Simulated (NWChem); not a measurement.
# B3LYP/6-31G(d) (spherical functions) run of CH8Si2 (SMILES [SiH3]C[SiH3])

Aim: the energy change on altering one bond length of CH8Si2 at B3LYP/6-31G* (spherical functions), from 2 runs. 

Program for the calculation: NWChem 7.3.0.

4 further runs of the same task are left out: 4 that didn't finish.

## (1) The molecule

CH8Si2 has 11 atoms, charge 0, and is taken as a singlet. As SMILES, `[SiH3]C[SiH3]`. The coordinates come from a PBE0-D4/def2-TZVP relaxation.

Bond lengths: Si1–C2 1.872 Å, C2–Si3 1.872 Å, Si1–H4 1.488 Å, Si1–H5 1.487 Å, Si1–H6 1.487 Å, C2–H7 1.095 Å, C2–H8 1.095 Å, Si3–H9 1.487 Å, Si3–H10 1.487 Å, Si3–H11 1.488 Å. Some angles: Si1–C2–Si3 114.4°, Si1–C2–H7 108.8°, Si1–C2–H8 108.8°, Si3–C2–H7 108.8°, Si3–C2–H8 108.8°, C2–Si1–H4 111.1°, C2–Si1–H5 110.2°, C2–Si1–H6 110.2°, C2–Si3–H9 110.2°, C2–Si3–H10 110.2°.

## (2) Energy and gradient at B3LYP/6-31G(d) (spherical functions)

The input, struct.nw:

```
start struct
title "CH8Si2 B3LYP"
memory total 2200 mb

geometry noautosym nocenter noautoz
   Si   -1.158980    1.034720   -0.344660
   C    -0.286340   -0.621440   -0.365590
   Si    1.335180   -0.652340    0.569590
   H    -2.435800    0.976800   -1.106490
   H    -0.293510    2.078920   -0.955560
   H    -1.463790    1.436810    1.054620
   H    -0.954100   -1.377620    0.060730
   H    -0.099440   -0.908830   -1.405770
   H     1.110650   -0.304370    1.998260
   H     2.282060    0.336720   -0.011600
   H     1.964060   -1.999380    0.506460
end

basis spherical bse
   Si library 6-31G*
   C library 6-31G*
   H library 6-31G*
end

dft
   xc b3lyp
   grid xfine
   convergence energy 1e-08
   iterations 100
   mulliken
end

task dft gradient
```

The run is started by

```bash
$ nwchem struct.nw > struct.out
```

Output:

```text
Northwest Computational Chemistry Package (NWChem) 7.3.0
             --------------------------------------------------------

           Job information
           ---------------

    nwchem branch   = 7.3.0
    use scalapack   = T
    input           = struct.nw
    prefix          = struct.
    data base       = ./struct.db
    status          = startup
    nproc           =        1

           Memory information
           ------------------

    heap     =     72089600 doubles =      550.0 Mbytes
    stack    =     72089597 doubles =      550.0 Mbytes
    global   =    144179200 doubles =     1100.0 Mbytes (distinct from heap & stack)
    total    =    288358397 doubles =     2200.0 Mbytes
    verify   = yes
    hardfail = no

           Directory information
           ---------------------

  0 permanent = .
  0 scratch   = .

                                NWChem Input Module
                                -------------------

                                   CH8Si2 B3LYP
                                   ------------

 Scaling coordinates for geometry "geometry" by  1.889725989
 (inverse scale =  0.529177249)

                             Geometry "geometry" -> ""
                             -------------------------

 Output coordinates in angstroms (scale by  1.889725989 to convert to a.u.)

  No.       Tag          Charge          X              Y              Z
 ---- ---------------- ---------- -------------- -------------- --------------
    1 Si                  14.0000    -1.15898000     1.03472000    -0.34466000
    2 C                    6.0000    -0.28634000    -0.62144000    -0.36559000
    3 Si                  14.0000     1.33518000    -0.65234000     0.56959000
[... 7 lines of this table left out ...]
   11 H                    1.0000     1.96406000    -1.99938000     0.50646000

      Atomic Mass
      -----------

      Si                27.976930
      C                 12.000000
      H                  1.007825

 Effective nuclear repulsion energy (a.u.)     151.5299616372

            Nuclear Dipole moment (a.u.)
            ----------------------------
        X                 Y               Z
 ---------------- ---------------- ----------------
     1.6230667543     3.5219390167     2.0713853479

            XYZ format geometry
            -------------------
    11
 geometry
 Si                   -1.15898000     1.03472000    -0.34466000
 C                    -0.28634000    -0.62144000    -0.36559000
 Si                    1.33518000    -0.65234000     0.56959000
[... 7 lines of this table left out ...]
 H                     1.96406000    -1.99938000     0.50646000

 ==============================================================================
                                internuclear distances
 ------------------------------------------------------------------------------
       center one      |      center two      | atomic units |  angstroms
 ------------------------------------------------------------------------------
    2 C                |   1 Si               |     3.53778  |     1.87211
    3 Si               |   2 C                |     3.53780  |     1.87212
    4 H                |   1 Si               |     2.81183  |     1.48795
[... 6 lines of this table left out ...]
   11 H                |   3 Si               |     2.81182  |     1.48795
 ------------------------------------------------------------------------------
                         number of included internuclear distances:         10
 ==============================================================================

 ==============================================================================
                                 internuclear angles
 ------------------------------------------------------------------------------
        center 1       |       center 2       |       center 3       |  degrees
 ------------------------------------------------------------------------------
    2 C                |   1 Si               |   4 H                |   111.09
    2 C                |   1 Si               |   5 H                |   110.19
    2 C                |   1 Si               |   6 H                |   110.19
    4 H                |   1 Si               |   5 H                |   108.44
    4 H                |   1 Si               |   6 H                |   108.44
    5 H                |   1 Si               |   6 H                |   108.41
    1 Si               |   2 C                |   3 Si               |   114.38
    1 Si               |   2 C                |   7 H                |   108.80
    1 Si               |   2 C                |   8 H                |   108.80
    3 Si               |   2 C                |   7 H                |   108.80
    3 Si               |   2 C                |   8 H                |   108.80
    7 H                |   2 C                |   8 H                |   107.01
    2 C                |   3 Si               |   9 H                |   110.19
    2 C                |   3 Si               |  10 H                |   110.19
    2 C                |   3 Si               |  11 H                |   111.09
    9 H                |   3 Si               |  10 H                |   108.41
    9 H                |   3 Si               |  11 H                |   108.44
   10 H                |   3 Si               |  11 H                |   108.44
 ------------------------------------------------------------------------------
                            number of included internuclear angles:         18
 ==============================================================================

[... 27 lines left out ...]
  convergence criterion.
[... 1 line left out ...]
  convergence criterion.
[... 15 lines left out ...]
          Convergence on energy requested:  1.00D-08
          Convergence on density requested:  1.00D-05
          Convergence on gradient requested:  5.00D-04
[... 22 lines left out ...]
          Spatial weights used:  Erf1
[... 1 line left out ...]
          Convergence Information
[... 1 line left out ...]
          Convergence aids based upon iterative change in
          total energy or number of iterations.
[... 58 lines left out ...]
   convergence    iter        energy       DeltaE   RMS-Dens  Diis-err    time
[... 13 lines left out ...]
         Total DFT energy =     -621.900708311721
      One electron energy =    -1159.962734034672
           Coulomb energy =      436.851828275342
    Exchange-Corr. energy =      -50.319764189601
 Nuclear repulsion energy =      151.529961637210
[... 5 lines left out ...]
                       DFT Final Molecular Orbital Analysis
[... 449 lines left out ...]
[... 4 lines of this table left out ...]
              MO Center= -2.5D-01, -5.3D-01, -3.1D-01, r^2= 1.3D+00
   Bfn.  Coefficient  Atom+Function         Bfn.  Coefficient  Atom+Function
  ----- ------------  ---------------      ----- ------------  ---------------
    25      1.027167   2 C  px               10      0.983206   1 Si s
    42     -0.983386   3 Si s                32      0.819584   2 C  d  2
    26     -0.694394   2 C  py               31     -0.546014   2 C  d  1
[... 4 lines of this table left out ...]
              MO Center= -2.8D-01, -6.1D-01, -3.6D-01, r^2= 1.1D+00
   Bfn.  Coefficient  Atom+Function         Bfn.  Coefficient  Atom+Function
  ----- ------------  ---------------      ----- ------------  ---------------
    24      0.968972   2 C  s                31     -0.706100   2 C  d  1
    28     -0.654635   2 C  d -2             26      0.595255   2 C  py
    30     -0.591617   2 C  d  0             39      0.436733   3 Si px
[... 4 lines of this table left out ...]
              MO Center= -3.2D-01, -7.0D-01, -4.1D-01, r^2= 1.0D+00
   Bfn.  Coefficient  Atom+Function         Bfn.  Coefficient  Atom+Function
  ----- ------------  ---------------      ----- ------------  ---------------
    30      0.767659   2 C  d  0             57      0.732275   7 H  s
    59     -0.732134   8 H  s                29      0.611862   2 C  d -1
    27     -0.552058   2 C  pz               28     -0.550247   2 C  d -2
    25      0.321784   2 C  px               26      0.176521   2 C  py
    13      0.168244   1 Si pz               45      0.168224   3 Si pz

     ---------------------------------------------
      Total Density - Mulliken Population Analysis
     ---------------------------------------------

    Atom       Charge   Shell Charges
 -----------   ------   -------------------------------------------------------
    1 Si  14    13.63   2.00  2.00  5.96  0.99  1.90  0.25  0.37  0.16
    2 C    6     6.69   2.00  0.66  2.12  0.69  1.21  0.02
    3 Si  14    13.63   2.00  2.00  5.96  0.99  1.90  0.25  0.37  0.16
[... 7 lines of this table left out ...]
   11 H    1     1.07   0.51  0.56

     -------------------------------------------
      Total Density - Lowdin Population Analysis
     -------------------------------------------

    Atom       Charge   Shell Charges
 -----------   ------   -------------------------------------------------------
    1 Si  14    13.72   2.00  1.98  5.89  0.69  1.72  0.37  0.86  0.21
    2 C    6     6.65   1.99  0.57  1.94  0.47  1.64  0.04
    3 Si  14    13.72   2.00  1.98  5.89  0.69  1.72  0.37  0.86  0.21
[... 7 lines of this table left out ...]
   11 H    1     1.04   0.50  0.54

 center of mass
 --------------
 x =   0.03988564 y =   0.08654709 z =   0.05090022

 moments of inertia (a.u.)
 ------------------
         300.738165915515         225.323334827779        -137.140439054901
         225.323334827779         469.377226189967          70.487197205058
        -137.140439054901          70.487197205058         602.260237369435

     Multipole analysis of the density
     ---------------------------------

     L   x y z        total         alpha         beta         nuclear
     -   - - -        -----         -----         ----         -------
     0   0 0 0     -0.000000    -21.000000    -21.000000     42.000000

     1   1 0 0     -0.127348     -0.875208     -0.875208      1.623067
[... 8 lines of this table left out ...]
     2   0 0 2    -27.792697    -43.333091    -43.333091     58.873485

            General Information
            -------------------
          SCF calculation type: DFT
          Wavefunction type:  closed shell.
          No. of atoms     :    11
          No. of electrons :    42
           Alpha electrons :    21
            Beta electrons :    21
          Charge           :     0
          Spin multiplicity:     1
          Use of symmetry is: off; symmetry adaption is: off
          Maximum number of iterations: 100
          AO basis - number of functions:    66
                     number of shells:    38
          Convergence on energy requested:  1.00D-08
          Convergence on density requested:  1.00D-05
          Convergence on gradient requested:  5.00D-04

              XC Information
              --------------
                         B3LYP Method XC Potential
                     Hartree-Fock (Exact) Exchange  0.200
                        Slater Exchange Functional  0.800 local
                    Becke 1988 Exchange Functional  0.720 non-local
              Lee-Yang-Parr Correlation Functional  0.810
                  VWN I RPA Correlation Functional  0.190 local

             Grid Information
             ----------------
          Grid used for XC integration:  xfine
          Radial quadrature: Mura-Knowles
          Angular quadrature: Lebedev.
          Tag              B.-S. Rad. Rad. Pts. Rad. Cut. Ang. Pts.
          ---              ---------- --------- --------- ---------
          Si                  1.10      125          12.0      1454
          C                   0.70      100           8.0      1454
          H                   0.35      100          13.0      1202
          Grid pruning is: on
          Number of quadrature shells:  1150
          Spatial weights used:  Erf1

          Convergence Information
          -----------------------
          Convergence aids based upon iterative change in
          total energy or number of iterations.
          Levelshifting, if invoked, occurs when the
          HOMO/LUMO gap drops below (HL_TOL):  1.00D-02
          DIIS, if invoked, will attempt to extrapolate
          using up to (NFOCK): 10 stored Fock matrices.

                    Damping( 0%)  Levelshifting(0.5)       DIIS
                  --------------- ------------------- ---------------
          dE  on:    start            ASAP                start
          dE off:    2 iters        100 iters           100 iters

      Screening Tolerance Information
      -------------------------------
          Density screening/tol_rho:  1.00D-11
          AO Gaussian exp screening on grid/accAOfunc:  18
          CD Gaussian exp screening on grid/accCDfunc:  20
          XC Gaussian exp screening on grid/accXCfunc:  20
          Schwarz screening/accCoul:  1.00D-09

                            NWChem DFT Gradient Module
                            --------------------------

                                   CH8Si2 B3LYP

  charge          =   0.00
  wavefunction    = closed shell

                         DFT ENERGY GRADIENTS

    atom               coordinates                        gradient
                 x          y          z           x          y          z
   1 Si     -2.190155   1.955337  -0.651313    0.002595  -0.004459   0.000089
   2 C      -0.541104  -1.174351  -0.690865    0.001226   0.002674   0.001581
   3 Si      2.523124  -1.232744   1.076369   -0.004492   0.000333  -0.002510
[... 7 lines of this table left out ...]
  11 H       3.711535  -3.778280   0.957071   -0.000588   0.000401  -0.000213

                 ----------------------------------------
                 |  Time  |  1-e(secs)   |  2-e(secs)   |
                 ----------------------------------------
                 |  CPU   |       0.00   |       1.39   |
                 ----------------------------------------
                 |  WALL  |       0.00   |       1.39   |
                 ----------------------------------------

 Task  times  cpu:       28.0s     wall:       28.0s
 Total times  cpu:       28.1s     wall:       28.1s
```

Run time: 29 s. Hardware: 1 thread of Intel Xeon 6975P-C (Granite Rapids), shared host; peak memory 0.14 GiB.

[end of part 1 of 2]
